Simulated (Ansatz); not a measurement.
# Dimethylamine (C₂H₇N): how energies converge with the basis set

One table from this session's results is given with a row withheld; the runs are named, their logs left out.

Method: one geometry, several basis sets; program: Ansatz 0.2.0, Gaussian basis.

Levels to be run: PBE0-D4/def2-SVP; ωB97M-V/def2-SVP; PBE0-D4/def2-QZVPP; ωB97M-V/def2-QZVPP; CCSD(T)/cc-pV(D+d)Z; CCSD(T)/cc-pV(T+d)Z; CCSD(T)/cc-pV(Q+d)Z; the functionals' def2-TZVPP values are taken from earlier runs.

## The geometry

The geometry comes from an earlier relaxation with PBE0-D4 in a triple-zeta def2 set; it is a stationary point, not always the lowest conformer.

SMILES `CNC`, 10 atoms, charge 0, spin multiplicity 1.

Atoms are counted from 1 here; the program's logs count them from 0.

Bond lengths: C1–N2 1.445 Å, C1–H4 1.092 Å, C1–H5 1.094 Å, C1–H6 1.104 Å, N2–C3 1.445 Å, N2–H7 1.011 Å, C3–H8 1.094 Å, C3–H9 1.092 Å, C3–H10 1.104 Å. Angles: N2–C1–H4 110.0°, N2–C1–H5 109.4°, N2–C1–H6 114.0°, H4–C1–H5 107.5°, H4–C1–H6 108.3°, H5–C1–H6 107.3°, C1–N2–C3 112.8°, C1–N2–H7 109.8°, C3–N2–H7 109.8°, N2–C3–H8 109.4°, N2–C3–H9 110.0°, N2–C3–H10 114.0°, H8–C3–H9 107.5°, H8–C3–H10 107.3°, H9–C3–H10 108.3°.

As a file:

```xyz
10

C    -0.85667    0.40725   -0.74884
N    -0.45988   -0.17442    0.51250
C     0.94584   -0.50394    0.55850
H    -1.91057    0.69054   -0.71397
H    -0.74074   -0.33478   -1.54445
H    -0.26838    1.29514   -1.03889
H    -0.68910    0.45693    1.26857
H     1.15834   -1.29475   -0.16711
H     1.20741   -0.88569    1.54746
H     1.61375    0.34371    0.32624
```

Set-up of the first run:

Contents of in.yaml:

```yaml
crystal:
  periodic: [false, false, false]
  atoms:
    - {symbol: C, position_ang: [-0.856665, 0.407255, -0.748840]}
    - {symbol: N, position_ang: [-0.459882, -0.174422, 0.512500]}
    - {symbol: C, position_ang: [0.945843, -0.503940, 0.558500]}
    - {symbol: H, position_ang: [-1.910570, 0.690545, -0.713970]}
    - {symbol: H, position_ang: [-0.740740, -0.334776, -1.544452]}
    - {symbol: H, position_ang: [-0.268381, 1.295141, -1.038887]}
    - {symbol: H, position_ang: [-0.689095, 0.456927, 1.268572]}
    - {symbol: H, position_ang: [1.158336, -1.294752, -0.167110]}
    - {symbol: H, position_ang: [1.207409, -0.885686, 1.547458]}
    - {symbol: H, position_ang: [1.613746, 0.343708, 0.326239]}
basis:
  gaussian: {orbitals: def2-SVP}
hamiltonian: {xc: pbe0, dispersion: d4}
output: {orbitals: {seedname: orbitals}}
```

Command:

```sh
> ansatz run in.yaml --threads 2 --pin off --events-out ev --progress --plain --max-ram 32768MiB --backend cpu
```

Steps of the session up to this table: PBE0-D4 in def2-SVP; ωB97M-V in def2-SVP; PBE0-D4 in def2-QZVPP; ωB97M-V in def2-QZVPP.

One table of the session follows, with a row left open; its other results are not shown here.

It belongs to the step «Functionals by basis». 

```
functional       basis  HOMO (eV)  LUMO (eV)
   PBE0-D4    def2-SVP      -6.15       1.91
   PBE0-D4  def2-TZVPP          ?          ?
   PBE0-D4  def2-QZVPP      -6.41       0.75
   ωB97M-V    def2-SVP      -8.53       3.55
   ωB97M-V  def2-TZVPP      -8.75       2.65
   ωB97M-V  def2-QZVPP      -8.79       1.87
```

Estimate the missing values for PBE0-D4, def2-TZVPP.

As computed: HOMO (eV): -6.37; LUMO (eV): 1.23. In the column «HOMO (eV)» it lies between PBE0-D4, def2-QZVPP (-6.41) and PBE0-D4, def2-SVP (-6.15).
